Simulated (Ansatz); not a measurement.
# Zinc-blende InSb: Voigt–Reuss–Hill shear modulus by level of theory

No measured value is used here.

```csv
level (code),value (GPa),cell (Å³/atom)
LDA (Ansatz),22.4,33.54
PBE (Ansatz),19.7,36.51
PBEsol (Ansatz),21.0,34.63
```

LDA, PBE, PBEsol: the solid has no gap at this level, which affects its response. Each level is taken at its own relaxed cell. Ansatz's density-functional and Hartree–Fock values are scalar-relativistic unless marked +SOC, with PAW data made under PBE.

Ansatz is an electronic-structure program.
